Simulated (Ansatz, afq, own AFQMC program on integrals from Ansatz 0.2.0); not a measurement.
Te, triplet: AFQMC among the cluster methods

A free Te atom.

Basis def2-TZVP with its core potentials. Only valence electrons are correlated. AFQMC by an in-house program on the Cholesky factors that Ansatz 0.2.0 writes for its CCSD(T) run. The CISD trial takes its coefficients from CCSD amplitudes. Released means that phaseless walkers are propagated on without the constraint, phases kept. Free projection: walkers drawn from exp(T), propagated without any constraint. Its projection time is finite, and what remains of the start isn't in its error. Uncertainties: one standard error, sampling alone. No spin–orbit coupling.

Determinant: ROHF, the one that the program's search chose, which needn't be the lowest solution.

No full CI on the walks' own integrals is used here; CCSDTQ serves as the reference and is uncertain by about the last step of the cluster series.

Cautions: no spin-orbit coupling; inner d shell frozen; the released energies have errors that jump between times, so the bars are unsure, so no released level is given (meV from the phaseless value at times in 1/Eh: -2.9 ± 0.5 at 0.24, -4.3 ± 0.6 at 0.51, -6.0 ± 0.5 at 0.99, -1 ± 6 at 1.62, -8.1 ± 1.7 at 2.40), though the last usable value meets CCSDTQ within the noise.

The T1 diagnostic is 0.0149. The weight of the determinant in the CISD state is 0.935 and the size of the correlated space is 6 electrons in 41 orbitals.

Reference: CCSDTQ, correlation energy -2.996 eV.

```
        level  E − E(reference) (meV)  share of correlation (%)
           HF                  2995.7                      0.00
          MP2                   548.7                     81.68
         CCSD                   107.2                     96.42
      CCSD(T)                    18.0                     99.40
        CCSDT                     2.4                     99.92
     CCSDT(Q)                     0.3                     99.99
  ph-AFQMC/HF             69.0 ± 18.1                     97.70
ph-AFQMC/CISD               9.4 ± 0.7                     99.68
   free AFQMC               0.0 ± 1.1                    100.00
```

CCSDT and higher add their correlation energy to the determinant of the CCSD(T) run, since their own runs factorise the integrals more tightly (a shift of under 2 meV). Free projections are given only where their last times agree within the noise and don't stop above the reference; a slow remainder of the start can still hide under it. A walk keeps the symmetry of its determinant, which the program's search chose and which needn't be the lowest solution, so a lower state of the same spin and another symmetry isn't excluded.
